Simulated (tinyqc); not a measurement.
Inside a calculation. Method: CIS and TDHF on RHF in the sto-3g basis, for H2F+, spin multiplicity 1. One step of it, computed by the program tinyqc.

Question. CIS matrix, triplets. A(ia,jb) = (e_a - e_i) d_ij d_ab - (ij|ab).

orbital energies (hartree): MO1 -26.627460, MO2 -2.047390, MO3 -1.158572, MO4 -1.078775, MO5 -1.038479, MO6 -0.028102, MO7 0.093328

Two-electron integrals over orbitals (pq|rs), unique and non-zero (hartree):
```
(11|11) 5.362632    (21|11) -0.502994   (21|21) 0.074980    (22|11) 1.203212
(22|21) -0.019149   (22|22) 0.860583    (31|31) 0.017809    (32|31) 0.026229
(32|32) 0.157643    (33|11) 0.994722    (33|21) -0.008295   (33|22) 0.761190
(33|33) 0.738502    (41|11) 0.141586    (41|21) -0.018053   (41|22) 0.014700
(41|33) 0.005314    (41|41) 0.027882    (42|11) -0.102110   (42|21) 0.008532
(42|22) 0.001216    (42|33) -0.008484   (42|41) 0.028247    (42|42) 0.156308
(43|31) -0.004279   (43|32) 0.004503    (43|43) 0.050044    (44|11) 1.136099
(44|21) -0.014278   (44|22) 0.802360    (44|33) 0.708524    (44|41) -0.010669
(44|42) -0.090948   (44|44) 0.868610    (51|51) 0.029594    (52|51) 0.039051
(52|52) 0.181160    (53|53) 0.038632    (54|51) -0.010292   (54|52) -0.037317
(54|54) 0.054349    (55|11) 1.264014    (55|21) -0.014152   (55|22) 0.879976
(55|33) 0.749965    (55|41) 0.004050    (55|42) -0.056121   (55|44) 0.823354
(55|55) 0.997514    (61|11) 0.203527    (61|21) -0.032339   (61|22) 0.002935
(61|33) 0.002006    (61|41) -0.005646   (61|42) -0.020313   (61|44) 0.014076
(61|55) 0.005620    (61|61) 0.021630    (62|11) -0.285181   (62|21) 0.006822
(62|22) -0.146965   (62|33) -0.093869   (62|41) -0.018544   (62|42) -0.043389
(62|44) -0.093255   (62|55) -0.148815   (62|61) 0.006484    (62|62) 0.080092
(63|31) -0.004391   (63|32) 0.018884    (63|43) 0.016696    (63|63) 0.061453
(64|11) -0.288957   (64|21) 0.003947    (64|22) -0.149734   (64|33) -0.093309
(64|41) -0.004100   (64|42) 0.022622    (64|44) -0.158966   (64|55) -0.158913
(64|61) 0.000051    (64|62) 0.060918    (64|64) 0.085433    (65|51) -0.013140
(65|52) -0.050820   (65|54) -0.008585   (65|65) 0.026566    (66|11) 0.718617
(66|21) -0.005673   (66|22) 0.585633    (66|33) 0.560152    (66|41) 0.016449
(66|42) 0.067713    (66|44) 0.546475    (66|55) 0.558426    (66|61) -0.006071
(66|62) -0.061598   (66|64) -0.031994   (66|66) 0.552785    (71|31) -0.016703
(71|32) -0.023575   (71|43) 0.004120    (71|63) 0.003755    (71|71) 0.015684
(72|31) -0.017165   (72|32) -0.063134   (72|43) 0.026028    (72|63) 0.027393
(72|71) 0.015509    (72|72) 0.054338    (73|11) -0.419138   (73|21) 0.008386
(73|22) -0.201423   (73|33) -0.163114   (73|41) 0.001295    (73|42) 0.064038
(73|44) -0.190805   (73|55) -0.227662   (73|61) -0.005475   (73|62) 0.068235
(73|64) 0.093954    (73|66) -0.020874   (73|73) 0.161264    (74|31) 0.008132
(74|32) 0.060254    (74|43) -0.005382   (74|63) 0.042632    (74|71) -0.007642
(74|72) -0.010113   (74|74) 0.053630    (75|53) -0.025146   (75|75) 0.018947
(76|31) 0.009237    (76|32) 0.088848    (76|43) 0.049115    (76|63) 0.074242
(76|71) -0.008580   (76|72) 0.010036    (76|74) 0.064441    (76|76) 0.152903
(77|11) 0.776341    (77|21) -0.007133   (77|22) 0.606301    (77|33) 0.609070
(77|41) 0.003722    (77|42) 0.012432    (77|44) 0.581289    (77|55) 0.590851
(77|61) 0.001822    (77|62) -0.043814   (77|64) -0.028239   (77|66) 0.543047
(77|73) -0.058266   (77|77) 0.575645
```

Give: CIS matrix A, triplet.

Answer.

CIS matrix A, triplet (hartree):
```
         1>6      1>7      2>6      2>7      3>6      3>7      4>6      4>7
1>6  25.8807   0.0000   0.0057   0.0000   0.0000  -0.0092  -0.0164   0.0000
1>7   0.0000  25.9444   0.0000   0.0071  -0.0092   0.0000   0.0000  -0.0037
2>6   0.0057   0.0000   1.4337   0.0000   0.0000  -0.0888  -0.0677   0.0000
2>7   0.0000   0.0071   0.0000   1.5344  -0.0888   0.0000   0.0000  -0.0124
3>6   0.0000  -0.0092   0.0000  -0.0888   0.5703   0.0000   0.0000  -0.0491
3>7  -0.0092   0.0000  -0.0888   0.0000   0.0000   0.6428  -0.0491   0.0000
4>6  -0.0164   0.0000  -0.0677   0.0000   0.0000  -0.0491   0.5042   0.0000
4>7   0.0000  -0.0037   0.0000  -0.0124  -0.0491   0.0000   0.0000   0.5908
5>6   0.0000   0.0000   0.0000   0.0000   0.0000   0.0000   0.0000   0.0000
5>7   0.0000   0.0000   0.0000   0.0000   0.0000   0.0000   0.0000   0.0000

        5>6     5>7
1>6  0.0000  0.0000
1>7  0.0000  0.0000
2>6  0.0000  0.0000
2>7  0.0000  0.0000
3>6  0.0000  0.0000
3>7  0.0000  0.0000
4>6  0.0000  0.0000
4>7  0.0000  0.0000
5>6  0.4520  0.0000
5>7  0.0000  0.5410
```
